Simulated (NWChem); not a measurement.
System: CHO, doublet; SMILES [CH]=O

Excerpt of the output:

```
             Northwest Computational Chemistry Package (NWChem) 7.3.0
             --------------------------------------------------------

                             Geometry "geometry" -> ""
                             -------------------------

 Output coordinates in angstroms (scale by  1.889725989 to convert to a.u.)

  No.       Tag          Charge          X              Y              Z
 ---- ---------------- ---------- -------------- -------------- --------------
    1 C                    6.0000     0.15196700     0.57063500     0.00000000
    2 O                    8.0000    -0.01377300    -0.60345300     0.00000000
    3 H                    1.0000    -0.70162500     1.34034500     0.00000000

 Effective nuclear repulsion energy (a.u.)      26.2374210055

  pbe96 is a nonlocal functional; adding pw91lda local functional.
                              NWChem Property Module
                              ----------------------

  itol2e modified to match energy
  convergence criterion.

                                 NWChem DFT Module
                                 -----------------

 Summary of "ao basis" -> "ao basis" (spherical)
 ------------------------------------------------------------------------------
       Tag                 Description            Shells   Functions and Types
 ---------------- ------------------------------  ------  ---------------------
 C                           6-31g*                  6       14   3s2p1d
 O                           6-31g*                  6       14   3s2p1d
 H                           6-31g*                  2        2   2s

  itol2e modified to match energy
  convergence criterion.

            General Information
            -------------------
          SCF calculation type: DFT
          Wavefunction type:  spin polarized.
          No. of atoms     :     3
          No. of electrons :    15
           Alpha electrons :     8
            Beta electrons :     7
          Charge           :     0
          Spin multiplicity:     2
          Use of symmetry is: off; symmetry adaption is: off
          Maximum number of iterations: 150
          AO basis - number of functions:    30
                     number of shells:    14
          Convergence on energy requested:  1.00D-07
          Convergence on density requested:  1.00D-05
          Convergence on gradient requested:  5.00D-04

[...]

          ----------------------
          Hyperfine Interactions
          ----------------------

 Total Spin Density (Fermi Contact Term)
 ------------------ --------------------
     Atom            x         y         z       Density (a.u.)      Aiso(MHz)     Aiso(Gauss)
     1  13-C      0.28718   1.07834   0.00000       0.377836        424.760001     151.564675
     2  17-O     -0.02603  -1.14036   0.00000       0.054938        -33.302949     -11.883300
     3   1-H     -1.32588   2.53288   0.00000       0.080247        358.694617     127.990943

           -------------------------------------------
           Anisotropic Interaction (Spin-Dipolar Term)
           -------------------------------------------

 ------------------------------------------------------------
     Atom            x         y         z
 ------------------------------------------------------------
     1  13-C      0.28718   1.07834   0.00000

   Spin-Dipolar term (a.u.)
        xx             yy             zz             xy             xz             yz
 ------------------------------------------------------------------------------------------
       0.443868      -0.177668      -0.266200       0.306913      -0.000000       0.000000

   Principal Comp. of -hf- tensor (au)            Anisotropic -hfcc- (MHz)               Anisotropic -hfcc- (Gauss)
 --------------------------------------------------------------------------------------------------------------------------
      0.569875    -0.303675    -0.266200      76.471793   -40.750301   -35.721492      27.286991   -14.540696   -12.746295

   Orientation of the principal axis of Hyperfine Tensor w.r.t absolute (molecular) frame
 --------------------------------------------------------------------------------------------------------------------------
      0.925069    -0.379799    -0.000000
      0.379799     0.925069     0.000000
     -0.000000    -0.000000     1.000000

 ------------------------------------------------------------
     Atom            x         y         z
 ------------------------------------------------------------
     2  17-O     -0.02603  -1.14036   0.00000

   Spin-Dipolar term (a.u.)
        xx             yy             zz             xy             xz             yz
 ------------------------------------------------------------------------------------------
       1.335373      -0.605205      -0.730167       0.217462      -0.000000      -0.000000

   Principal Comp. of -hf- tensor (au)            Anisotropic -hfcc- (MHz)               Anisotropic -hfcc- (Gauss)
 --------------------------------------------------------------------------------------------------------------------------
      1.359443    -0.629276    -0.730167     -98.368366    45.533955    52.834411     -35.100220    16.247620    18.852600

   Orientation of the principal axis of Hyperfine Tensor w.r.t absolute (molecular) frame
 --------------------------------------------------------------------------------------------------------------------------
      0.993930    -0.110016     0.000000
      0.110016     0.993930    -0.000000
     -0.000000     0.000000     1.000000

 ------------------------------------------------------------
     Atom            x         y         z
 ------------------------------------------------------------
     3   1-H     -1.32588   2.53288   0.00000

[...]
```

Level: PBE/6-31G* (spherical d), spin-unrestricted, contact and dipolar terms. In the optimisation the excess spin sits in a' (Cs, its own frame). Coordinates come from a PBE-D3(BJ)/def2-SVP, spin-unrestricted optimisation. No stability test was run on the SCF state.

### Question
Which NWChem input produces such a log?

### Answer
This is not unique; one that fits is the input that was run:
```
start job
memory heap 200 mb stack 900 mb global 1100 mb
geometry units angstroms noautosym nocenter noautoz
  C      0.151967     0.570635     0.000000
  O     -0.013773    -0.603453     0.000000
  H     -0.701625     1.340345     0.000000
end
basis spherical
  C library 6-31g*
  O library 6-31g*
  H library 6-31g*
end
dft
  odft
  mult 2
  xc xpbe96 cpbe96
  iterations 150
end
property
  hyperfine
end
task dft property
```
